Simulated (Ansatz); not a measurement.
## Se (model structure, started from the omega type, P6/mmm, No. 191, 3 atoms in the cell): properties by level of theory

```csv
level (code),equilibrium lattice constant a (Å),lattice parameter c (Å)
PBE (Ansatz),5.103,2.774
PBEsol (Ansatz),4.979,2.747
PBE-D3(BJ) (Ansatz),5.000,2.754
```

Ansatz's density-functional and Hartree–Fock values are scalar-relativistic unless marked +SOC, with PAW data made under PBE.

The computed numbers hold no vibrational or temperature effects.

A model structure was made by putting elements into a prototype or built by hand; it is no filed structure, need not be a known phase, and can be a saddle point held by its symmetry.

Ansatz is an electronic-structure program.
